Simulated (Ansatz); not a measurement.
Predict the output of the script below (Ansatz's Python interface).

Script `conformers_c4h5clo.py`:
```python
"""Conformer energies of C4H5ClO."""

import ansatz as az
from rdkit import Chem
from rdkit.Chem import AllChem

BASIS = "cc-pVDZ"
XC = "pbe0"
VDW = "d4"

rd = Chem.AddHs(Chem.MolFromSmiles("C=COC(=C)Cl"))
ids = list(AllChem.EmbedMultipleConfs(rd, numConfs=20, randomSeed=59, pruneRmsThresh=0.4))
field = [energy for _, energy in AllChem.MMFFOptimizeMoleculeConfs(rd)]
distinct = {round(e, 2): i for i, e in zip(ids, field)}
chosen = sorted(distinct.items())[:5]
found = []
for force_field, index in chosen:
    molecule = az.Crystal.molecule()
    for atom, xyz in zip(rd.GetAtoms(), rd.GetConformer(index).GetPositions()):
        molecule = molecule.atom(atom.GetSymbol(), xyz.round(5).tolist())
    calc = molecule.calculation()
    calc = calc.basis(gaussian=BASIS).functional(XC, dispersion=VDW)
    found.append(calc.run(threads=1, pin="off").report["free_energy_ev"])
print("conformer   MMFF (kcal/mol)   this level (eV)")
for (force_field, index), e in zip(chosen, found):
    print(f"{index:9d} {force_field - chosen[0][0]:17.2f} {(e - min(found)):17.3f}")
```

```console
$ python conformers_c4h5clo.py
conformer   MMFF (kcal/mol)   this level (eV)
        5              0.00             0.000
        4              1.59             0.009
        3              4.17             0.057
```

Reading the output:
- The settings weren't tested for convergence.
- The conformers keep their force-field geometries.
- Wall time of the script: 13 s on 1 thread of Arm Neoverse V2, on a shared host, peak memory 0.36 GiB.
